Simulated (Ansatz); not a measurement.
**SiH2Cl− (SMILES [SiH2-]Cl): Born-Oppenheimer dynamics**

Aim: follow the atoms for 40 steps of 0.75 fs at constant energy, with velocities drawn for 700 K.

Method: CAM-B3LYP-D4/def2-SVP; program: Ansatz 0.2.0, Gaussian basis.

## Step 1: Starting geometry

4 atoms, charge -1, spin multiplicity 1.

Atoms are counted from 1 here; the program's logs count them from 0.

Bond lengths: Si1–Cl2 2.290 Å, Si1–H3 1.492 Å, Si1–H4 1.493 Å. Angles: Cl2–Si1–H3 95.2°, Cl2–Si1–H4 94.9°, H3–Si1–H4 98.8°.

Geometry (Å):

```
Si   -0.4879    0.4312    0.2539
Cl    1.6721   -0.1225    0.7745
H    -0.9711   -0.9776    0.1654
H    -0.2132    0.6688   -1.1938
```

## Step 2: Dynamics

md/in.yaml

```yaml
crystal:
  periodic: [false, false, false]
  atoms:
    - {symbol: Si, position_ang: [-0.487890, 0.431230, 0.253920]}
    - {symbol: Cl, position_ang: [1.672110, -0.122480, 0.774530]}
    - {symbol: H, position_ang: [-0.971070, -0.977580, 0.165380]}
    - {symbol: H, position_ang: [-0.213160, 0.668840, -1.193830]}
basis:
  gaussian: {orbitals: def2-SVP}
total_charge: -1
hamiltonian: {xc: {name: CAM-B3LYP}, dispersion: d4}
md: {n_steps: 40, timestep: 0.75, temperature: 700, ensemble: nve, seed: 30, initial_velocities: maxwell_boltzmann}
```

On the command line:

```
> ansatz run in.yaml --threads 2 --pin off --events-out ev --progress --plain --max-ram 3481MiB
```

Q: Predict the outcome of this session. Wanted: temperature at the start; mean temperature, second half; lowest and highest potential energy, from the first frame; largest change of potential + kinetic.

The runs gave:

| quantity | value |
| --- | --- |
| length | 40 steps, 30.0 fs |
| temperature at the start | 700 K |
| mean temperature, second half | 472 K |
| lowest and highest potential energy, from the first frame | 0 and 108 meV |
| largest change of potential + kinetic | 1.1 meV |

What this shows: With no thermostat the total energy should stay fixed; it holds within 1.1 meV, small beside the kinetic energy, so the time step serves. The temperature runs between 286 and 700 K. The molecule keeps its bonds.
